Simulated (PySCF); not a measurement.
**BC: bond curves at several levels of theory, part 1 of 2**

What are the lowest state that PBE0 finds, the bond length, vibrational wavenumber and bond energy of BC, and how much do these hang on the method?

Program: PySCF 2.14.0. Level of theory: B cc-pVDZ, C cc-pVDZ, no relativity. These are calculated values, not measurements.

## 1. Input

The job is set up so:

```yaml
atoms: B, C
charge: 0
basis: B cc-pVDZ, C cc-pVDZ
Hamiltonian: no relativity
basis_functions: 28
electrons_treated: 11
masses_in_u: 11.0093, 12.0000
levels: PBE0, PBE, r²SCAN, TPSS, BP86, M06-L, HF, MP2, SCS-MP2, CCSD, CCSD(T)
grid: 80 radial by 434 angular points
occupations: held fixed by the projection of orbital angular momentum
dissociation_limit: B + C, each in its ground configuration
starting_distance_in_angstrom: 1.525
values_of_2S_to_try: 1, 3
```

On the command line:

```
> OMP_NUM_THREADS=1 python dia.py task.json out
```

The job searches for the state first and then visits each distance with every level. Its results follow level by level.

## 2. Search for the lowest state

At the starting distance of 1.525 Å the search finds these solutions (others can lie among them):

```csv
2Ms+1,unpaired,term,E (eV),⟨S²⟩,⟨Lz²⟩,μ (D)
4,"σ ↑, π ↑↑",⁴Σ⁻,0.00,3.75,0.00,-1.23
2,"σ ↓, π ↑↑",not assigned,0.38,1.77,0.00,-1.20
2,"σ ↑, π ↑↓",not assigned,0.50,1.76,2.01,-1.20
2,π ↑,not assigned,0.94,1.55,1.00,-0.94
2,σ ↑,not assigned,1.49,0.76,2.00,-1.18
4,"σ ↑↑, π ↑",⁴Π,1.60,3.75,1.01,-0.67
2,π ↑,²Π,2.32,0.75,1.00,1.12
4,π ↑↑↑,⁴Π,4.43,3.77,1.00,-0.89
```

8 of 9 solutions are listed, lowest first.

A term symbol stands only where ⟨S²⟩ and ⟨Lz²⟩ are near those of a pure state. A positive dipole means B(−)C(+).

The most promising solutions are followed along the bond (rough minima from three points):

| 2Ms+1 | unpaired | R at minimum (Å) | energy at minimum (eV) |
| --- | --- | --- | --- |
| 4 | σ ↑, π ↑↑ | 1.50 | 0.00 |
| 2 | σ ↓, π ↑↑ | 1.50 | 0.38 |
| 2 | σ ↑, π ↑↓ | 1.50 | 0.50 |
| 2 | π ↑ | 1.40 | 0.67 |
| 2 | σ ↑ | 1.51 | 1.50 |

The search made 9 SCF attempts at the starting distance; with the short scans it took 4.5 s of wall time (1 thread of Arm Neoverse V1, shared host).

## 3. First curve: PBE0

State followed: ⁴Σ⁻ (quartet), unpaired electrons σ ↑, π ↑↑. The scan is laid around 1.495 Å.

Output of the SCF at 1.495 Å:

```text
******** <class 'pyscf.dft.uks_symm.SymAdaptedUKS'> ********
method = SymAdaptedUKS
initial guess = minao
damping factor = 0
level_shift factor = 0
DIIS = <class 'pyscf.scf.diis.CDIIS'>
diis_start_cycle = 1
diis_space = 10
diis_damp = 0
SCF conv_tol = 1e-09
SCF conv_tol_grad = None
SCF max_cycles = 60
direct_scf = False
max_memory 909 MB (current use 225 MB)
number electrons alpha = 7  beta = 4
XC library pyscf.dft.libxc version 7.0.0
    S. Lehtola, C. Steigemann, M. J.T. Oliveira, and M. A.L. Marques.,  SoftwareX 7, 1–5 (2018)
XC functionals = PBE0
    C. Adamo and V. Barone.,  J. Chem. Phys. 110, 6158 (1999)
    M. Ernzerhof and G. E. Scuseria.,  J. Chem. Phys. 110, 5029 (1999)
small_rho_cutoff = 0
Overwritten attributes  get_occ get_k get_jk get_j get_hcore  of <class 'pyscf.dft.uks_symm.SymAdaptedUKS'>
<class 'pyscf.dft.uks_symm.SymAdaptedUKS'> does not have attributes  refdm
Set gradient conv threshold to 3.16228e-05
init E= -62.5984426697965
cycle= 1 E= -62.5851991941002  delta_E= 0.0132  |g|= 0.00788  |ddm|= 0.0511
cycle= 2 E= -62.5851728299382  delta_E= 2.64e-05  |g|= 0.0117  |ddm|= 0.0401
cycle= 3 E= -62.5852666159468  delta_E= -9.38e-05  |g|= 0.00261  |ddm|= 0.0248
cycle= 4 E= -62.5852765035013  delta_E= -9.89e-06  |g|= 0.00128  |ddm|= 0.00946
cycle= 5 E= -62.5852851411939  delta_E= -8.64e-06  |g|= 0.00041  |ddm|= 0.012
cycle= 6 E= -62.5852873209583  delta_E= -2.18e-06  |g|= 0.000107  |ddm|= 0.00912
cycle= 7 E= -62.5852873531746  delta_E= -3.22e-08  |g|= 6.49e-06  |ddm|= 0.00115
cycle= 8 E= -62.5852873532661  delta_E= -9.15e-11  |g|= 1.26e-06  |ddm|= 5e-05
Extra cycle  E= -62.5852873532651  delta_E= 9.66e-13  |g|= 2.05e-06  |ddm|= 7.93e-06
converged SCF energy = -62.5852873532651  <S^2> = 3.7526996  2S+1 = 4.0013496
```

The curve and what changes along it:

```csv
R (Å),E (eV),μ (D),Mulliken charge of B (e),Mayer bond order,⟨S²⟩,HOMO (eV),LUMO (eV)
1.2857,0.9867,-1.75,0.02,2.21,3.75,-7.52,-4.40
1.3455,0.4378,-1.63,0.04,2.18,3.75,-7.67,-4.24
1.4053,0.1348,-1.51,0.06,2.15,3.75,-7.82,-4.09
1.4502,0.0282,-1.40,0.07,2.12,3.75,-7.92,-3.99
1.4950,0.0000,-1.30,0.08,2.09,3.75,-8.03,-3.90
1.5399,0.0319,-1.20,0.09,2.04,3.75,-8.07,-3.82
1.5997,0.1427,-1.07,0.11,1.97,3.75,-8.05,-3.71
1.6744,0.3539,-0.95,0.12,1.86,3.75,-8.01,-3.60
1.7641,0.6674,-0.90,0.14,1.73,3.76,-7.90,-3.56
1.8837,1.1264,-0.98,0.16,1.56,3.76,-7.61,-3.46
```

The fit gives Re = 1.492 Å, ωe = 1198 cm⁻¹, ωexe = 12.1 cm⁻¹, αe = 0.0176 cm⁻¹, Be = 1.320 cm⁻¹, De = 4.64 eV, μ = -1.31 D.

Orbitals nearest the gap at 1.495 Å:

```
spin  orbital  ε (eV)  filled                       made of
   α        σ  -19.71     yes  C s 60 %, B s 22 %, B p 10 %
   β        σ  -16.77     yes  C s 55 %, B s 26 %, B p 12 %
   α        σ  -10.71     yes  B s 47 %, C s 22 %, C p 22 %
   α        π   -8.63     yes            C p 62 %, B p 36 %
   α        π   -8.63     yes            C p 62 %, B p 36 %
   α        σ   -8.08     yes  C p 38 %, B p 36 %, B s 18 %
   β        σ   -8.03     yes  C p 36 %, B s 31 %, C s 28 %
   β        π   -3.90      no            C p 50 %, B p 48 %
   β        π   -3.90      no            C p 50 %, B p 48 %
   α        π   -1.06      no            B p 65 %, C p 34 %
   α        π   -1.06      no            B p 65 %, C p 34 %
```

Polarisability there: 49.8 bohr³ along the bond, 17.0 across it. Without diffuse functions these come out too small, above all across the bond.

## 4. Fields at the reference distance

The fields below are evaluated on a grid from the run's orbitals.

Frontier orbitals at PBE0 (alpha spin), with the share of their density that lies nearest to each atom:

```csv
orbital,energy (eV),lies on
HOMO-1,-8.63,C2 65 %; B1 35 %
HOMO,-8.08,B1 52 %; C2 48 %
LUMO,-1.06,B1 64 %; C2 36 %
```

ELF in a plane through or near 2 of the atoms.

Ten even steps from '0' (0.00) to '9' (0.99):
```
0000000000000000000000000000
0000000011000000000000000000
0000012333221111111100000000
0001345665433222233332100000
0002467776543322344443210000
0014788887665444567776431000
0137999998766666678888763000
0358999998557887779999875100
0469999994114996227999986200
0479999991882994773999986310
0479999991982994773999986310
0469999994114996227999986200
0358999998557887779999875100
0137999998766666678888763000
0014788887665444567776431000
0002467776543322344443210000
0001345665433222233332100000
0000012333221111111100000000
0000000011000000000000000000
0000000000000000000000000000
```
The map spans 6.7 Å across and 5.2 Å up, centred on the molecule. Atoms in the plane (x, y in Å): B1 (-0.7, 0.0), C2 (0.7, 0.0).

log10 of the density (e/Å³) in the same plane.

Ten even steps from '0' (-4.0) to '9' (2.2):
```
0000000111111111110000000000
0000111122222222221111000000
0001112222222222222221110000
0111222333333333333332221000
0112223333333333333333221000
1112333444444444444443322110
1222334445555555555544332110
1223344555555666666554433210
1223445556666666776655443221
1223445566997667997665443221
1223445566997667997665443221
1223445556666666776655443221
1223344555555666666554433210
1222334445555555555544332110
1112333444444444444443322110
0112223333333333333333221000
0111222333333333333332221000
0001112222222222222221110000
0000111122222222221111000000
0000000111111111110000000000
```
The map spans 6.7 Å across and 5.2 Å up, centred on the molecule. Atoms in the plane (x, y in Å): B1 (-0.7, 0.0), C2 (0.7, 0.0).

On the surface of density 0.002 e/bohr³ the electrostatic potential runs, from the 1st to the 99th percentile, from -1.11 V near C2 to 0.91 V near B1.

The spin density lies nearest to C2 54 %; B1 46 %.

## 5. Other states along the same grid

State 2: Ms = 0.5 determinant of mixed spin (⟨S²⟩ = 1.77), unpaired electrons σ ↓, π ↑↑, an excited solution.

The SCF at the reference distance, 1.495 Å, printed:

```text
******** <class 'pyscf.dft.uks_symm.SymAdaptedUKS'> ********
method = SymAdaptedUKS
initial guess = minao
damping factor = 0
level_shift factor = 0
DIIS = <class 'pyscf.scf.diis.CDIIS'>
diis_start_cycle = 1
diis_space = 10
diis_damp = 0
SCF conv_tol = 1e-09
SCF conv_tol_grad = None
SCF max_cycles = 60
direct_scf = False
max_memory 909 MB (current use 262 MB)
number electrons alpha = 6  beta = 5
XC library pyscf.dft.libxc version 7.0.0
    S. Lehtola, C. Steigemann, M. J.T. Oliveira, and M. A.L. Marques.,  SoftwareX 7, 1–5 (2018)
XC functionals = PBE0
    C. Adamo and V. Barone.,  J. Chem. Phys. 110, 6158 (1999)
    M. Ernzerhof and G. E. Scuseria.,  J. Chem. Phys. 110, 5029 (1999)
small_rho_cutoff = 0
Set gradient conv threshold to 3.16228e-05
init E= -62.5843283430225
cycle= 1 E= -62.5711405446364  delta_E= 0.0132  |g|= 0.00781  |ddm|= 0.0503
cycle= 2 E= -62.5711391460346  delta_E= 1.4e-06  |g|= 0.00946  |ddm|= 0.0373
cycle= 3 E= -62.5711982672575  delta_E= -5.91e-05  |g|= 0.00237  |ddm|= 0.0221
cycle= 4 E= -62.5712036430241  delta_E= -5.38e-06  |g|= 0.000694  |ddm|= 0.00766
cycle= 5 E= -62.5712047241573  delta_E= -1.08e-06  |g|= 0.000121  |ddm|= 0.00382
cycle= 6 E= -62.5712047956498  delta_E= -7.15e-08  |g|= 2.36e-05  |ddm|= 0.00126
cycle= 7 E= -62.5712047966827  delta_E= -1.03e-09  |g|= 2.17e-06  |ddm|= 0.000152
cycle= 8 E= -62.5712047966886  delta_E= -5.91e-12  |g|= 7.23e-07  |ddm|= 1.06e-05
Extra cycle  E= -62.5712047966882  delta_E= 3.84e-13  |g|= 9.8e-07  |ddm|= 3.54e-06
converged SCF energy = -62.5712047966882  <S^2> = 1.765388  2S+1 = 2.8392872
```

Re = 1.501 Å, ωe = 1199 cm⁻¹; the determinant mixes terms (⟨S²⟩ = 1.77, ⟨Lz²⟩ = 0.00), so these belong to no real state. Its minimum lies 0.38 eV above that of the lowest state.

State 3: Ms = 0.5 determinant of mixed spin (⟨S²⟩ = 1.76), unpaired electrons σ ↑, π ↑↓, an excited solution.

Log of the SCF at 1.495 Å:

```text
******** <class 'pyscf.dft.uks_symm.SymAdaptedUKS'> ********
method = SymAdaptedUKS
initial guess = minao
damping factor = 0
level_shift factor = 0
DIIS = <class 'pyscf.scf.diis.CDIIS'>
diis_start_cycle = 1
diis_space = 10
diis_damp = 0
SCF conv_tol = 1e-09
SCF conv_tol_grad = None
SCF max_cycles = 60
direct_scf = False
max_memory 909 MB (current use 239 MB)
number electrons alpha = 6  beta = 5
XC library pyscf.dft.libxc version 7.0.0
    S. Lehtola, C. Steigemann, M. J.T. Oliveira, and M. A.L. Marques.,  SoftwareX 7, 1–5 (2018)
XC functionals = PBE0
    C. Adamo and V. Barone.,  J. Chem. Phys. 110, 6158 (1999)
    M. Ernzerhof and G. E. Scuseria.,  J. Chem. Phys. 110, 5029 (1999)
small_rho_cutoff = 0
Set gradient conv threshold to 3.16228e-05
init E= -62.579747747991
cycle= 1 E= -62.5667155552498  delta_E= 0.013  |g|= 0.00755  |ddm|= 0.0502
cycle= 2 E= -62.566710098937  delta_E= 5.46e-06  |g|= 0.00966  |ddm|= 0.0366
cycle= 3 E= -62.5667718154937  delta_E= -6.17e-05  |g|= 0.00268  |ddm|= 0.022
cycle= 4 E= -62.5667794803086  delta_E= -7.66e-06  |g|= 0.000909  |ddm|= 0.00847
cycle= 5 E= -62.5667824477607  delta_E= -2.97e-06  |g|= 0.00021  |ddm|= 0.00676
cycle= 6 E= -62.5667828371  delta_E= -3.89e-07  |g|= 6.26e-05  |ddm|= 0.00318
cycle= 7 E= -62.5667828516512  delta_E= -1.46e-08  |g|= 1.49e-05  |ddm|= 0.000565
cycle= 8 E= -62.5667828526972  delta_E= -1.05e-09  |g|= 3.54e-06  |ddm|= 0.000133
cycle= 9 E= -62.5667828527275  delta_E= -3.03e-11  |g|= 4.32e-07  |ddm|= 2.15e-05
Extra cycle  E= -62.5667828527279  delta_E= -4.12e-13  |g|= 1.76e-07  |ddm|= 2.03e-06
converged SCF energy = -62.5667828527279  <S^2> = 1.7589014  2S+1 = 2.8347144
```

Re = 1.499 Å, ωe = 1200 cm⁻¹; the determinant mixes terms (⟨S²⟩ = 1.76, ⟨Lz²⟩ = 2.01), so these belong to no real state. Its minimum lies 0.50 eV above that of the lowest state.

State 4: Ms = 0.5 determinant of mixed spin (⟨S²⟩ = 1.57), unpaired electrons π ↑, an excited solution.

The SCF at the reference distance, 1.495 Å, printed:

```text
******** <class 'pyscf.dft.uks_symm.SymAdaptedUKS'> ********
method = SymAdaptedUKS
initial guess = minao
damping factor = 0
level_shift factor = 0
DIIS = <class 'pyscf.scf.diis.CDIIS'>
diis_start_cycle = 1
diis_space = 10
diis_damp = 0
SCF conv_tol = 1e-09
SCF conv_tol_grad = None
SCF max_cycles = 60
direct_scf = False
max_memory 909 MB (current use 239 MB)
number electrons alpha = 6  beta = 5
XC library pyscf.dft.libxc version 7.0.0
    S. Lehtola, C. Steigemann, M. J.T. Oliveira, and M. A.L. Marques.,  SoftwareX 7, 1–5 (2018)
XC functionals = PBE0
    C. Adamo and V. Barone.,  J. Chem. Phys. 110, 6158 (1999)
    M. Ernzerhof and G. E. Scuseria.,  J. Chem. Phys. 110, 5029 (1999)
small_rho_cutoff = 0
Set gradient conv threshold to 3.16228e-05
init E= -62.5697188905212
cycle= 1 E= -62.554098492251  delta_E= 0.0156  |g|= 0.0121  |ddm|= 0.0517
cycle= 2 E= -62.5538623830387  delta_E= 0.000236  |g|= 0.0227  |ddm|= 0.0602
cycle= 3 E= -62.5542259026436  delta_E= -0.000364  |g|= 0.00344  |ddm|= 0.042
cycle= 4 E= -62.5542361030443  delta_E= -1.02e-05  |g|= 0.000731  |ddm|= 0.00903
cycle= 5 E= -62.5542383664515  delta_E= -2.26e-06  |g|= 0.000282  |ddm|= 0.00528
cycle= 6 E= -62.5542387653346  delta_E= -3.99e-07  |g|= 9.91e-05  |ddm|= 0.00252
cycle= 7 E= -62.5542388270405  delta_E= -6.17e-08  |g|= 4.89e-05  |ddm|= 0.000891
cycle= 8 E= -62.5542388462407  delta_E= -1.92e-08  |g|= 1.26e-05  |ddm|= 0.000657
cycle= 9 E= -62.5542388474525  delta_E= -1.21e-09  |g|= 3.28e-06  |ddm|= 0.000175
cycle= 10 E= -62.5542388474857  delta_E= -3.32e-11  |g|= 6.54e-07  |ddm|= 2.75e-05
Extra cycle  E= -62.5542388474858  delta_E= -9.95e-14  |g|= 9.82e-07  |ddm|= 3.15e-06
converged SCF energy = -62.5542388474858  <S^2> = 1.5523383  2S+1 = 2.6850239
```

Re = 1.399 Å, ωe = 1467 cm⁻¹; the determinant mixes terms (⟨S²⟩ = 1.57, ⟨Lz²⟩ = 1.00), so these belong to no real state. Its minimum lies 0.67 eV above that of the lowest state.

Energy (eV) from the lowest point of the lowest state:

```
R (Å)  lowest  state 2  state 3  state 4
1.286   0.987    1.458    1.565    1.032
1.345   0.438    0.880    0.990    0.741
1.405   0.135    0.550    0.664    0.671
1.450   0.028    0.426    0.543    0.724
1.495   0.000    0.383    0.504    0.845
1.540   0.032    0.404    0.527    1.015
1.600   0.143    0.506    0.630    1.294
1.674   0.354    0.715    0.840    1.687
1.764   0.667    1.037    1.160    2.173
1.884   1.126    1.517    1.633    2.772
```

## 6. PBE (GGA)

Log of the SCF at 1.495 Å:

```text
******** <class 'pyscf.dft.uks_symm.SymAdaptedUKS'> ********
method = SymAdaptedUKS
initial guess = minao
damping factor = 0
level_shift factor = 0
DIIS = <class 'pyscf.scf.diis.CDIIS'>
diis_start_cycle = 1
diis_space = 10
diis_damp = 0
SCF conv_tol = 1e-09
SCF conv_tol_grad = None
SCF max_cycles = 60
direct_scf = False
max_memory 909 MB (current use 239 MB)
number electrons alpha = 7  beta = 4
XC library pyscf.dft.libxc version 7.0.0
    S. Lehtola, C. Steigemann, M. J.T. Oliveira, and M. A.L. Marques.,  SoftwareX 7, 1–5 (2018)
XC functionals = PBE
    J. P. Perdew, K. Burke, and M. Ernzerhof.,  Phys. Rev. Lett. 77, 3865 (1996)
    J. P. Perdew, K. Burke, and M. Ernzerhof.,  Phys. Rev. Lett. 78, 1396 (1997)
    J. P. Perdew, K. Burke, and M. Ernzerhof.,  Phys. Rev. Lett. 77, 3865 (1996)
    J. P. Perdew, K. Burke, and M. Ernzerhof.,  Phys. Rev. Lett. 78, 1396 (1997)
small_rho_cutoff = 0
Set gradient conv threshold to 3.16228e-05
init E= -62.5783146346459
cycle= 1 E= -62.5781001511883  delta_E= 0.000214  |g|= 0.0358  |ddm|= 0.144
cycle= 2 E= -62.56525219632  delta_E= 0.0128  |g|= 0.131  |ddm|= 0.312
cycle= 3 E= -62.5791682585852  delta_E= -0.0139  |g|= 0.0025  |ddm|= 0.243
cycle= 4 E= -62.5791749413144  delta_E= -6.68e-06  |g|= 0.00159  |ddm|= 0.014
cycle= 5 E= -62.579176787786  delta_E= -1.85e-06  |g|= 0.000761  |ddm|= 0.0033
cycle= 6 E= -62.5791773279815  delta_E= -5.4e-07  |g|= 7.39e-05  |ddm|= 0.00179
cycle= 7 E= -62.5791773405526  delta_E= -1.26e-08  |g|= 1e-05  |ddm|= 0.000598
cycle= 8 E= -62.5791773406176  delta_E= -6.49e-11  |g|= 5.36e-06  |ddm|= 3.02e-05
Extra cycle  E= -62.5791773403188  delta_E= 2.99e-10  |g|= 2e-05  |ddm|= 4.44e-05
converged SCF energy = -62.5791773403188  <S^2> = 3.7519992  2S+1 = 4.0009995
```

Re = 1.510 Å, ωe = 1160 cm⁻¹, ωexe = 10.5 cm⁻¹, αe = 0.0162 cm⁻¹, Be = 1.287 cm⁻¹, De = 4.99 eV, μ = -0.93 D.

## 7. r²SCAN

The SCF at the reference distance, 1.495 Å, printed:

```text
******** <class 'pyscf.dft.uks_symm.SymAdaptedUKS'> ********
method = SymAdaptedUKS
initial guess = minao
damping factor = 0
level_shift factor = 0
DIIS = <class 'pyscf.scf.diis.CDIIS'>
diis_start_cycle = 1
diis_space = 10
diis_damp = 0
SCF conv_tol = 1e-09
SCF conv_tol_grad = None
SCF max_cycles = 60
direct_scf = False
max_memory 909 MB (current use 239 MB)
number electrons alpha = 7  beta = 4
XC library pyscf.dft.libxc version 7.0.0
    S. Lehtola, C. Steigemann, M. J.T. Oliveira, and M. A.L. Marques.,  SoftwareX 7, 1–5 (2018)
XC functionals = R2SCAN
    J. W. Furness, A. D. Kaplan, J. Ning, J. P. Perdew, and J. Sun.,  J. Phys. Chem. Lett. 11, 8208-8215 (2020)
    J. W. Furness, A. D. Kaplan, J. Ning, J. P. Perdew, and J. Sun.,  J. Phys. Chem. Lett. 11, 9248-9248 (2020)
    J. W. Furness, A. D. Kaplan, J. Ning, J. P. Perdew, and J. Sun.,  J. Phys. Chem. Lett. 11, 8208-8215 (2020)
    J. W. Furness, A. D. Kaplan, J. Ning, J. P. Perdew, and J. Sun.,  J. Phys. Chem. Lett. 11, 9248-9248 (2020)
small_rho_cutoff = 0
Set gradient conv threshold to 3.16228e-05
init E= -62.6335871349217
cycle= 1 E= -62.6338628887758  delta_E= -0.000276  |g|= 0.00304  |ddm|= 0.0878
cycle= 2 E= -62.6338738459635  delta_E= -1.1e-05  |g|= 0.00166  |ddm|= 0.0175
cycle= 3 E= -62.6338726560247  delta_E= 1.19e-06  |g|= 0.00214  |ddm|= 0.00739
cycle= 4 E= -62.6338758280616  delta_E= -3.17e-06  |g|= 0.00111  |ddm|= 0.00614
cycle= 5 E= -62.6338769511382  delta_E= -1.12e-06  |g|= 0.000139  |ddm|= 0.00283
cycle= 6 E= -62.6338770583021  delta_E= -1.07e-07  |g|= 0.000141  |ddm|= 0.00157
cycle= 7 E= -62.6338771004282  delta_E= -4.21e-08  |g|= 6.74e-06  |ddm|= 0.00118
cycle= 8 E= -62.6338771005296  delta_E= -1.01e-10  |g|= 1.94e-06  |ddm|= 8.97e-05
Extra cycle  E= -62.6338771005258  delta_E= 3.85e-12  |g|= 3.78e-06  |ddm|= 1.14e-05
converged SCF energy = -62.6338771005258  <S^2> = 3.7543886  2S+1 = 4.0021937
```

Re = 1.501 Å, ωe = 1170 cm⁻¹, ωexe = 11.1 cm⁻¹, αe = 0.0174 cm⁻¹, Be = 1.303 cm⁻¹, De = 4.72 eV, μ = -1.29 D.

## 8. TPSS

Log of the SCF at 1.495 Å:

```text
******** <class 'pyscf.dft.uks_symm.SymAdaptedUKS'> ********
method = SymAdaptedUKS
initial guess = minao
damping factor = 0
level_shift factor = 0
DIIS = <class 'pyscf.scf.diis.CDIIS'>
diis_start_cycle = 1
diis_space = 10
diis_damp = 0
SCF conv_tol = 1e-09
SCF conv_tol_grad = None
SCF max_cycles = 60
direct_scf = False
max_memory 909 MB (current use 242 MB)
number electrons alpha = 7  beta = 4
XC library pyscf.dft.libxc version 7.0.0
    S. Lehtola, C. Steigemann, M. J.T. Oliveira, and M. A.L. Marques.,  SoftwareX 7, 1–5 (2018)
XC functionals = TPSS
    J. Tao, J. P. Perdew, V. N. Staroverov, and G. E. Scuseria.,  Phys. Rev. Lett. 91, 146401 (2003)
    J. P. Perdew, J. Tao, V. N. Staroverov, and G. E. Scuseria.,  J. Chem. Phys. 120, 6898 (2004)
    J. Tao, J. P. Perdew, V. N. Staroverov, and G. E. Scuseria.,  Phys. Rev. Lett. 91, 146401 (2003)
    J. P. Perdew, J. Tao, V. N. Staroverov, and G. E. Scuseria.,  J. Chem. Phys. 120, 6898 (2004)
small_rho_cutoff = 0
Set gradient conv threshold to 3.16228e-05
init E= -62.6936719105754
cycle= 1 E= -62.6942813724787  delta_E= -0.000609  |g|= 0.00966  |ddm|= 0.122
cycle= 2 E= -62.6935676956289  delta_E= 0.000714  |g|= 0.0313  |ddm|= 0.0832
cycle= 3 E= -62.6943766402343  delta_E= -0.000809  |g|= 0.00135  |ddm|= 0.0572
cycle= 4 E= -62.6943785173245  delta_E= -1.88e-06  |g|= 0.000435  |ddm|= 0.00714
cycle= 5 E= -62.6943788240873  delta_E= -3.07e-07  |g|= 0.000155  |ddm|= 0.00251
cycle= 6 E= -62.6943788619916  delta_E= -3.79e-08  |g|= 0.000108  |ddm|= 0.000741
cycle= 7 E= -62.6943788797328  delta_E= -1.77e-08  |g|= 2.68e-05  |ddm|= 0.000575
cycle= 8 E= -62.6943788805118  delta_E= -7.79e-10  |g|= 1.51e-06  |ddm|= 0.000115
Extra cycle  E= -62.6943788805007  delta_E= 1.11e-11  |g|= 4.07e-06  |ddm|= 1.02e-05
converged SCF energy = -62.6943788805007  <S^2> = 3.7533202  2S+1 = 4.0016597
```

Re = 1.503 Å, ωe = 1181 cm⁻¹, ωexe = 12.1 cm⁻¹, αe = 0.0169 cm⁻¹, Be = 1.299 cm⁻¹, De = 4.65 eV, μ = -1.16 D.

## 9. BP86 (GGA)

Output of the SCF at 1.495 Å:

```text
******** <class 'pyscf.dft.uks_symm.SymAdaptedUKS'> ********
method = SymAdaptedUKS
initial guess = minao
damping factor = 0
level_shift factor = 0
DIIS = <class 'pyscf.scf.diis.CDIIS'>
diis_start_cycle = 1
diis_space = 10
diis_damp = 0
SCF conv_tol = 1e-09
SCF conv_tol_grad = None
SCF max_cycles = 60
direct_scf = False
max_memory 909 MB (current use 242 MB)
number electrons alpha = 7  beta = 4
XC library pyscf.dft.libxc version 7.0.0
    S. Lehtola, C. Steigemann, M. J.T. Oliveira, and M. A.L. Marques.,  SoftwareX 7, 1–5 (2018)
XC functionals = B88,P86
    A. D. Becke.,  Phys. Rev. A 38, 3098 (1988)
    J. P. Perdew.,  Phys. Rev. B 33, 8822 (1986)
small_rho_cutoff = 0
Set gradient conv threshold to 3.16228e-05
init E= -62.6641123923393
cycle= 1 E= -62.6639551935948  delta_E= 0.000157  |g|= 0.0341  |ddm|= 0.138
cycle= 2 E= -62.6522404316288  delta_E= 0.0117  |g|= 0.124  |ddm|= 0.291
cycle= 3 E= -62.6649264251246  delta_E= -0.0127  |g|= 0.00185  |ddm|= 0.23
cycle= 4 E= -62.6649305373956  delta_E= -4.11e-06  |g|= 0.00192  |ddm|= 0.0123
cycle= 5 E= -62.6649331539952  delta_E= -2.62e-06  |g|= 0.000748  |ddm|= 0.00417
cycle= 6 E= -62.6649336977375  delta_E= -5.44e-07  |g|= 4.09e-05  |ddm|= 0.00205
cycle= 7 E= -62.6649337043312  delta_E= -6.59e-09  |g|= 1.29e-05  |ddm|= 0.000504
cycle= 8 E= -62.664933704447  delta_E= -1.16e-10  |g|= 4.15e-06  |ddm|= 3.24e-05
Extra cycle  E= -62.6649337042751  delta_E= 1.72e-10  |g|= 1.52e-05  |ddm|= 3.34e-05
converged SCF energy = -62.6649337042751  <S^2> = 3.7521867  2S+1 = 4.0010932
```

Re = 1.513 Å, ωe = 1149 cm⁻¹, ωexe = 10.6 cm⁻¹, αe = 0.0163 cm⁻¹, Be = 1.283 cm⁻¹, De = 4.86 eV, μ = -0.92 D. 2.5 s of CPU time for 12 points, integrals apart.

(Continued in part 2 of 2.)
